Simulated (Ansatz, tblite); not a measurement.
# The cluster WS₂: charged states by level of theory

The task here is to estimate one member of a computed series from the others.

Method: as each input shows; program: Ansatz 0.2.0, Gaussian basis.

Levels to be run: charge +1 doublet, at the geometry of the singlet (PBE0-D4/def2-TZVP, PBE-D4/def2-TZVP, r2SCAN-D4/def2-TZVP, B97M-V/def2-TZVP, B3LYP-D4/def2-TZVP, r2SCANh-D4/def2-TZVP, B2PLYP/def2-TZVP, HSE06-D4/def2-TZVP, CCSD(T)/def2-TZVPP); charge -1 doublet, at the geometry of the singlet (PBE0-D4/def2-TZVPD, PBE-D4/def2-TZVPD, r2SCAN-D4/def2-TZVPD, CCSD(T)/def2-TZVPD); charge -1 doublet, relaxed (PBE0-D4/def2-TZVPD, PBE-D4/def2-TZVPD); the starting singlet's energies come from earlier runs.

21 further runs of the same task are left out: 20 that didn't finish, 1 set aside as unsound or not needed.

### The relaxed structure

The geometry is that of the singlet, from an earlier relaxation (PBE-D4/def2-TZVP). At that level it is the lowest of the isomers that a small search found.

3 atoms, charge 0, spin multiplicity 1.

Atoms are counted from 1 here; the program's logs count them from 0.

Bond lengths: W1–S2 2.104 Å, W1–S3 2.104 Å. Angles: S2–W1–S3 107.1°.

W takes a core potential in the def2 sets. No spin-orbit coupling is included.

Set-up of the first run:

in.yaml

```yaml
crystal:
  periodic: [false, false, false]
  atoms:
    - {symbol: W, position_ang: [0.826907, 0.100798, 0.013119]}
    - {symbol: S, position_ang: [-0.218560, -1.694948, 0.344406]}
    - {symbol: S, position_ang: [-0.608357, 1.594150, -0.357525]}
basis:
  gaussian: {orbitals: def2-TZVP}
total_charge: 1
magnetization: {spin_polarized: true, initial_magnetization: 1}
hamiltonian: {xc: pbe0, dispersion: d4}
output: {orbitals: {seedname: orbitals}}
```

The run is started by

```sh
> ansatz run in.yaml --threads 2 --pin off --events-out ev --progress --plain --max-ram 4352MiB
```

Among the steps run: Charge +1 doublet at the fixed geometry, PBE0-D4/def2-TZVP; Charge +1 doublet at the fixed geometry, PBE-D4/def2-TZVP; Charge +1 doublet at the fixed geometry, r2SCAN-D4/def2-TZVP; Charge +1 doublet at the fixed geometry, B97M-V/def2-TZVP; Charge +1 doublet at the fixed geometry, B3LYP-D4/def2-TZVP; Charge +1 doublet at the fixed geometry, r2SCANh-D4/def2-TZVP; Charge +1 doublet at the fixed geometry, B2PLYP/def2-TZVP; Charge +1 doublet at the fixed geometry, HSE06-D4/def2-TZVP; Charge +1 doublet at the fixed geometry, CCSD(T)/def2-TZVPP.

One of the session's tables, all rows but one given; the rest of the session is left out.

It belongs to the step «Vertical ionisation energy». Beside −ε(HOMO) of the starting state:

| level | −ε(HOMO) (eV) | by difference (eV) | mismatch (eV) |
| --- | --- | --- | --- |
| PBE-D4/def2-TZVP | 4.99 | 7.51 | -2.52 |
| r2SCAN-D4/def2-TZVP | ? | ? | ? |
| B97M-V/def2-TZVP | 5.20 | 7.52 | -2.32 |
| r2SCANh-D4/def2-TZVP | 5.64 | 7.42 | -1.77 |
| B3LYP-D4/def2-TZVP | 5.95 | 7.69 | -1.74 |
| PBE0-D4/def2-TZVP | 6.13 | 7.53 | -1.40 |
| HSE06-D4/def2-TZVP | 5.72 | 7.52 | -1.79 |

**Question.** Estimate the row for r2SCAN-D4/def2-TZVP.

The run gave: −ε(HOMO) (eV): 5.21; by difference (eV): 7.39; mismatch (eV): -2.18. In the column «−ε(HOMO) (eV)» it lies between B97M-V/def2-TZVP (5.20) and r2SCANh-D4/def2-TZVP (5.64).

Limits of these values: Doubts: state flagged by the program, large T1 diagnostic, spin contamination. CCSD(T)/def2-TZVPP is no safe reference here (large T1 diagnostic, restricted state is unstable towards broken spin symmetry, spin contamination, state flagged by the program). CCSD(T)/def2-TZVPD is no safe reference here (large T1 diagnostic, restricted state is unstable towards broken spin symmetry, spin contamination). The anion's highest level is positive in at least one run, so there the basis alone may hold the extra electron.
